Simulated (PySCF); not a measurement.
**Calculated properties of ethylene sulfite (`O=S1OCCO1`)**

Species: ethylene sulfite, C2H4O3S.
Z-matrix (Å and degrees, PBE0-D3(BJ)/def2-SVP geometry), rows numbered from 1:
```
O 
S   1  1.4582
O   2  1.6697  1  107.14
C   3  1.4205  2  113.16  1    94.21
C   4  1.5237  3  105.85  2    -7.80
O   5  1.4202  4  103.86  3    32.40
H   4  1.1022  3  108.51  2   111.96
H   4  1.0998  3  109.35  2  -128.92
H   5  1.1028  4  111.96  3   -86.34
H   5  1.0976  4  113.21  3   149.17
```

From PBE0-D3(BJ)/def2-SVP geometry optimisation, gas phase (PySCF):

```yaml
Point_group: C1
Rotational_constants_A_B_C: 5.557, 3.149, 2.577 GHz
```

From CAM-B3LYP/def2-SVPD ground state, ΔSCF and vertical TDDFT (core frozen in the response) (PySCF):

```yaml
Dipole_moment: 3.57 D
HOMO_energy: -9.86 eV
LUMO_energy: 0.36 eV
HOMO–LUMO_gap: 10.22 eV
Lowest_singlet_excitation: 6.03 eV (206 nm, f = 0.018)
Strongest_line_among_the_10_lowest_singlet_transitions: S9 at 8.62 eV (144 nm, f = 0.070)
Lowest_triplet_excitation_Tamm–Dancoff: 5.07 eV
Static_isotropic_polarisability: 52.6 au
Vertical_ionisation_energy: 10.81 eV
Electronic_spatial_extent_⟨r²⟩_about_the_centre_of_nuclear_charge: 535 bohr²
```

**PBE0/pcSseg-1 ground state and GIAO shieldings, non-relativistic (PySCF)**

```yaml
Lowest_Hirshfeld_atomic_charge: -0.31 e on O1
Highest_Hirshfeld_atomic_charge: +0.46 e on S2
13C_chemical_shifts_computed_TMS_as_zero_by_class: 67.6 (C4/C5) ppm
1H_chemical_shifts_computed_TMS_as_zero_by_class: 4.53 (H8/H9), 4.11 (H7/H10) ppm
Isotropic_shieldings_of_nuclei_other_than_C_and_H_by_class: 22 (O1), 130 (O3/O6), -56 (S2) ppm
Mayer_bond_orders_between_heavy_atoms: O1–S2 1.80, S2–O3 0.88, O3–C4 0.86, C4–C5 1.03, C5–O6 0.87, O6–S2 0.89
```

Monoisotopic mass from the formula: 107.9881 u.

The principal polarisabilities are 46.6, 48.9 and 62.3 au; their mean is the isotropic value. The rotational constants make it an asymmetric top with κ = (2B − A − C)/(A − C) = -0.62, nearer the prolate limit (−1). The polarisability is 7.79 Å³ as a volume (1 au = 0.148185 Å³), or 0.94 au for each of the 56 electrons. In wavenumbers S1 is 48600 cm⁻¹ (1 eV = 8065.54 cm⁻¹). No computed singlet falls in the visible range (750 to 380 nm, 1.65 to 3.26 eV); S1 lies 2.77 eV above its blue end. S1 lies 4.19 eV below the HOMO–LUMO gap; its leading configuration is HOMO→LUMO, weight 0.94. The dipole matches unit charges of opposite sign 0.74 Å apart (1 e·Å = 4.8032 D).

 NMR classes are plain means over equivalent atoms (diastereotopic ones count apart unless rotation or inversion swaps them), as if these changed places fast; in this geometry the members of some classes differ.

For the geometry optimisation (PBE0-D3(BJ)/def2-SVP), time: 94 s wall; peak memory 0.45 GiB. Hardware: one thread of an Intel Xeon Platinum 8259CL at 2.50 GHz, on a shared host.

One conformer stands for the species.
